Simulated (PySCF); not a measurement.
**Partial charges of `c1ncon1`**

C2H2N2O.
Z-matrix (Å and degrees, GFN2-xTB geometry), rows numbered from 1:
```
C 
N   1  1.3600
C   2  1.2939  1  102.29
O   3  1.3288  2  112.97  1     0.01
N   1  1.2983  2  113.35  3    -0.01
H   1  1.0695  2  123.38  3   179.98
H   3  1.0709  2  127.29  1  -179.97
```

Density: PBE0/pcSseg-1 (PySCF); schemes: Mulliken, IAO, Hirshfeld and ESP-fitted. Isolated species at its GFN2-xTB geometry, gas phase.

Question: At which atom do the 4 schemes differ most?

Answer: At C1: from +0.050 (Hirshfeld) to +0.610 e (ESP-fitted), 0.560 e apart.

Question: Do the Mulliken, IAO, Hirshfeld and ESP-fitted schemes agree on where the charge is lowest?

Answer: All schemes agree: Mulliken N2 (-0.414); IAO N2 (-0.332); Hirshfeld N2 (-0.198); ESP-fitted N2 (-0.698).

Question: Give the atomic charges in each scheme.

Answer: In e:

```tsv
atom	environment	Mulliken	IAO	Hirshfeld	ESP-fitted
C1	aromatic CH next to a ring nitrogen	+0.200	+0.054	+0.050	+0.610
N2	pyridine-type nitrogen	-0.414	-0.332	-0.198	-0.698
C3	aromatic CH next to a ring nitrogen	+0.326	+0.170	+0.107	+0.547
O4	ring oxygen	-0.260	-0.143	-0.021	-0.121
N5	pyridine-type nitrogen	-0.128	-0.136	-0.113	-0.442
H6	aromatic hydrogen	+0.132	+0.191	+0.084	+0.043
H7	aromatic hydrogen	+0.145	+0.195	+0.092	+0.061
```

Mean size of the charges over all atoms: ESP-fitted 0.360 e, Mulliken 0.229 e, IAO 0.174 e, Hirshfeld 0.095 e. Each set sums to the total charge, 0, to within 0.001 e. The ESP scheme fits charges at the nuclei, held to the total charge, to the electrostatic potential on points at 1.4 to 2.0 times the van der Waals radii. The IAO scheme counts the electrons in orthogonalised intrinsic atomic orbitals, a minimal basis polarised so that it spans the occupied orbitals exactly.

Question: Sum the charges by element, for elements with more than one atom.

Answer: 
```csv
element,atoms,Mulliken,IAO,Hirshfeld,ESP-fitted
C,2,+0.526,+0.224,+0.157,+1.157
N,2,-0.542,-0.467,-0.312,-1.140
H,2,+0.277,+0.386,+0.176,+0.104
```

Question: How many electrons does the Hirshfeld scheme count on N2?

Answer: Z − q = 7 − (-0.198) = 7.198.

The run behind these numbers computed NMR shieldings as well. On Arm Neoverse V1, one thread, no GPU (shared host), this took 5.3 s wall.
